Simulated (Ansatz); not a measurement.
Reaction (formal loss of a carbene): `COC1=C(F)C1` → `[CH2]` (triplet) + `OC1=C(F)C1`

Calculated with Ansatz (gas phase, PBE0-D4/def2-TZVP geometries, no zero-point term in ΔE). CCSD(T)/CBS adds triple-zeta CCSD(T) − MP2 to the extrapolated MP2 energy (def2 sets, frozen cores). This one scheme is used for every species. DFT in def2-TZVPP. B3LYP here is the variant with VWN-RPA as its local correlation; programs differ in this. Triplets are unrestricted, without spin–orbit coupling. Each species was taken in one conformer, which may not be the lowest.

`COC1=C(F)C1`:

Z-matrix (Å, degrees):
```
C
O 1 1.422
H 1 1.094 2 110.7
H 1 1.093 2 110.8 3 -121.7
H 1 1.088 2 106.3 3 119.0
C 2 1.321 1 114.6 3 70.1
C 6 1.281 2 152.6 1 -162.9
C 6 1.524 2 143.8 1 30.7
F 7 1.313 6 150.8 2 0.6
H 8 1.096 6 119.6 2 66.9
H 8 1.094 6 119.6 2 -80.5
```

`[CH2]` (triplet):

Cartesian coordinates in Å:
```
C -0.100 0.196 0.167
H -0.526 0.237 -0.824
H 0.627 -0.433 0.657
```

`OC1=C(F)C1`:

Cartesian coordinates in Å:
```
O -1.627 0.067 0.864
C -0.494 -0.050 0.181
C 0.299 -0.500 -0.720
F 0.544 -1.287 -1.744
C 0.901 0.526 0.168
H -2.284 -0.533 0.494
H 1.608 0.232 0.950
H 1.054 1.547 -0.194
```

```tsv
level	ΔE (kcal/mol)	difference from CCSD(T)/CBS
r2SCAN-D4	88.7	-4.8
PBE0-D4	92.8	-0.7
ωB97X-V	96.9	3.4
ωB97M-V	94.4	0.9
B2PLYP	92.3	-1.2
PBE	94.0	0.5
r2SCAN	88.3	-5.2
B3LYP	91.0	-2.5
HF/def2-TZVPP	60.6	-32.9
MP2/def2-TZVPP	93.6	0.1
SCS-MP2/def2-TZVPP	94.8	1.3
CCSD/def2-TZVPP	88.7	-4.8
HF/def2-QZVPP	60.7	-32.8
MP2/def2-QZVPP	94.9	1.4
SCS-MP2/def2-QZVPP	96.3	2.8
MP2/CBS(def2)	95.7	2.2
CCSD(T)/CBS	93.5	0
```

Largest T1 diagnostic among the species: 0.012.

In def2-TZVPP, CCSD(T) changes the Hartree–Fock value by +30.8 kcal/mol (the triples alone add +2.7 kcal/mol) and MP2 by +33.0 kcal/mol. From PBE to PBE0 (25 % exact exchange), in def2-TZVPP and without D4, ΔE moves by −2.3 kcal/mol. The D4 term adds +2.2 kcal/mol with B3LYP and +1.2 kcal/mol with PBE0; it sums over pairs of atoms, weighted by their polarisabilities, and B3LYP, whose exchange is more repulsive, gets the larger term.
